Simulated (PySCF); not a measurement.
# TDDFT beside published excitation energies

Published values to compare with (the computed states carry no symmetry labels, so the two lists aren't matched line by line):

| state | E (eV) | f | kind of transition | source |
| --- | --- | --- | --- | --- |
| 3Bu(π→π*) | 2.69 |  | vertical absorption | [1] |
| 3Bu(π→π*) | 2.73 |  | vertical absorption | [2] |
| 3Ag(π→π*) | 4.32 |  | vertical absorption | [1] |
| 3Ag(π→π*) | 4.36 |  | vertical absorption | [2] |
| 1Bu(π→π*) | 5.34 |  | vertical absorption | [3] |
| 1Bu(π→π*) | 5.37 | 1.115 | vertical absorption | [2] |
| 1Bu(π→π*) | 5.58 |  | vertical absorption | [1] |
| 1Ag(π→π*) | 5.72 |  | vertical absorption | [1] |
| 1Au(π→3s) | 5.79 |  | vertical absorption | [3] |
| 1Au(π→3s) | 5.79 | 0.009 | vertical absorption | [2] |
| 1Bg(π→3p) | 5.93 |  | vertical absorption | [3] |
| 1Bg(π→3p) | 5.94 |  | vertical absorption | [2] |

[1] computed, CC3/TZVP, gas; arXiv:2401.06101 (2024), CC3 reference column of Thiel's set
[2] computed, theoretical best estimate (aug-cc-pVTZ, frozen core, CC3 geometry), gas; Veril, Scemama, Caffarel, Lipparini, Boggio-Pasqua, Jacquemin, Loos, WIREs Comput. Mol. Sci. 2021, 11, e1517 (QUESTDB)
[3] computed, theoretical best estimate (aug-cc-pVTZ), revised with CC4, gas; Loos, Lipparini, Matthews, Blondel, Jacquemin, revising reference values with EOM-CC4 (2022), arXiv:2204.11658

Compound: hexatriene, C₆H₈.
InChI=1S/C6H8/c1-3-5-6-4-2/h3-6H,1-2H2/b6-5+

The calculation used TDDFT PBE0/def2-SVPD, vertical, gas phase, core orbitals frozen in the response in PySCF 2.14.0, density-fitted response routines. One conformer (not necessarily the lowest) at the PBE0-D3(BJ)/def2-SVP geometry, without solvent, vibrations or thermal averaging. Torsions of this conformer, `[CH2:1]=[CH:2]/[CH:3]=[CH:4]/[CH:5]=[CH2:6]`: C1–C2–C3–C4 180°, C3–C4–C5–C6 180°.

Computed singlets: 4.78 eV (f 1.089); 5.94 eV (f 0.000); 6.24 eV (f 0.000); 6.38 eV (f 0.011); 6.59 eV (f 0.000); 6.79 eV (f 0.000); 6.80 eV (f 0.001); 7.01 eV (f 0.000); 7.18 eV (f 0.013); 7.25 eV (f 0.004). Computed triplets (Tamm–Dancoff): 2.43, 4.15, 5.26, 5.82 eV.

How does the lowest computed singlet compare with the best estimate listed for the lowest singlet (vertical absorption)?

4.78 eV against 5.34 eV for 1Bu(π→π*) [3]: a difference of -0.56 eV. Geometry and basis of the two calculations needn't be the same.

How does the lowest computed triplet compare with the best estimate listed for the lowest triplet (vertical absorption)?

2.43 eV against 2.73 eV for 3Bu(π→π*) [2]: a difference of -0.30 eV. Geometry and basis of the two calculations needn't be the same.

Note on [3]: revises the 2021 QUESTDB value.

The vertical ionisation energy (ΔSCF) is 8.02 eV, 0.77 eV above S10.
